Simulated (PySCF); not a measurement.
Hydroxyfluoroborane, BFH₂O.
InChI=1S/BFH2O/c2-1-3/h1,3H

The calculation used EOM-EE-CCSD/aug-cc-pVDZ in PySCF, restricted Hartree–Fock reference, 3 core orbitals frozen, non-relativistic, gas phase, PBE0-D3(BJ)/def2-SVP geometry.

Give the EOM-CCSD singlets and triplets.

```
    state  E (eV)  λ (nm)     main singles (HF orbitals, share of the singles part)
singlet 1    9.26     134    HOMO-1→LUMO 49 %, HOMO→LUMO+6 17 %, HOMO-1→LUMO+7 11 %
singlet 2    9.43     131      HOMO→LUMO+6 44 %, HOMO-1→LUMO 19 %, HOMO→LUMO+1 14 %
singlet 3    9.92     125  HOMO-2→LUMO 50 %, HOMO-1→LUMO+6 15 %, HOMO-2→LUMO+7 10 %
singlet 4   10.13     122   HOMO-2→LUMO+6 57 %, HOMO-2→LUMO+1 21 %, HOMO→LUMO+6 9 %
triplet 1    8.53     145                        HOMO→LUMO+6 78 %, HOMO→LUMO+1 15 %
triplet 2    8.86     140                    HOMO-1→LUMO+6 67 %, HOMO-1→LUMO+1 21 %
```

What is the vertical gap between the lowest excited singlet and the lowest triplet?

9.26 − 8.53 = 0.73 eV (70 kJ/mol).

The first EOM-IP-CCSD ionisation energy is 13.55 eV, 3.42 eV above the highest singlet listed and 4.29 eV above the lowest.

T1 diagnostic 0.015. EOM-CCSD puts states of mainly double-excitation character too high. An iterative search for so few roots can pass over a low state.

Shape of the structure used: `[OH:1][BH:2][F:3]`: H–O1–B2–F3 0°.

One conformer stands for the species.
